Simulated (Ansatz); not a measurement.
How methods differ on BH2 (boron dihydride)

BH2: 3 atoms, total charge 0, spin state doublet. As SMILES, `[BH2]`. The shape was relaxed beforehand at PBE0/def2-SVP.

```xyz
3

B     0.2695   -0.1705    0.1319
H     0.2942    1.0258    0.2732
H    -0.5637   -0.8553   -0.4051
```

Quantity: the dissociation energy of the H2–B1 bond into doublet H and singlet BH (shapes relaxed at PBE0/def2-SVP, no zero-point term), in eV. The values are calculated.

```
                level                    kind  program  value (eV)
       UHF/def2-TZVPP            Hartree–Fock   Ansatz        3.55
    USVWN5/def2-TZVPP                     LDA   Ansatz        4.22
      UPBE/def2-TZVPP                     GGA   Ansatz        3.93
  U-r2SCAN/def2-TZVPP                meta-GGA   Ansatz        4.18
  UPBE0-D4/def2-TZVPP           global hybrid   Ansatz        3.98
UCAM-B3LYP/def2-TZVPP  range-separated hybrid   Ansatz        3.97
   UB2PLYP/def2-TZVPP           double hybrid   Ansatz        3.88
   RPA@PBE/def2-TZVPP                     RPA   Ansatz        3.45
```

The values span 3.45 to 4.22 eV. Hartree–Fock misses the correlation of the electron pair that is broken and comes out low. A fragment with an even electron count was run as a singlet and may have a lower triplet. Measured bond enthalpies also hold zero-point and thermal terms, a few tenths of an eV less.
